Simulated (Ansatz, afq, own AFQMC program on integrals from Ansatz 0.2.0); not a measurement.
B, doublet → B⁻, triplet

A free B atom.

E(triplet, charge -1) − E(doublet, charge +0) at this geometry, on UHF and UHF determinants.

Basis aug-cc-pVTZ. Only valence electrons are correlated. AFQMC by an in-house program on the Cholesky factors that Ansatz 0.2.0 writes for its CCSD(T) run. The CISD trial takes its coefficients from CCSD amplitudes. Released means that phaseless walkers are propagated on without the constraint, phases kept. Free AFQMC starts from the CCSD state and is never constrained. Its projection time is finite, and what remains of the start isn't in its error. ± is one standard error of the sampling. The errors of all members are added in quadrature.

Full CI on the same integrals is exact in this basis and with this determinant's frozen core.

Errors are counted within aug-cc-pVTZ, not against nature.

Cautions: B⁻ (triplet): the released energies are still falling, so no released level is given (meV from the phaseless value at times in 1/Eh: -5.4 ± 1.9 at 0.24, -7.8 ± 2.1 at 0.51, -14 ± 3 at 0.99, -14.7 ± 1.4 at 1.62, -19 ± 5 at 2.40), though the last usable value meets full CI within the noise, its ph-AFQMC/CISD value lies 26 ± 3 meV above full CI.

| level | vertical energy of electron attachment (kcal/mol) |
| --- | --- |
| HF | 7.0 |
| MP2 | -4.8 |

(1) From these cheaper values, estimate the vertical energy of electron attachment at the reference level in aug-cc-pVTZ.

(1) -5.8 kcal/mol (full CI in aug-cc-pVTZ).

```csv
level,vertical energy of electron attachment (kcal/mol),error against FCI (kcal/mol)
CCSD,-3.9,1.9
CCSD(T),-5.3,0.5
ph-AFQMC/HF,-5.3 ± 0.5,0.4 ± 0.5
ph-AFQMC/CISD,-5.3 ± 0.08,0.5 ± 0.08
free AFQMC,-5.7 ± 0.02,0.1 ± 0.02
```

Correlation beyond CCSD(T) takes off 0.5 kcal/mol. The perturbative (T) step is worth −1.4 kcal/mol.

Free projections are given only where their last times agree within the noise and don't stop above the reference; a slow remainder of the start can still hide under it. A walk keeps the symmetry of its determinant, which the program's search chose and which needn't be the lowest solution, so a lower state of the same spin and another symmetry isn't excluded.
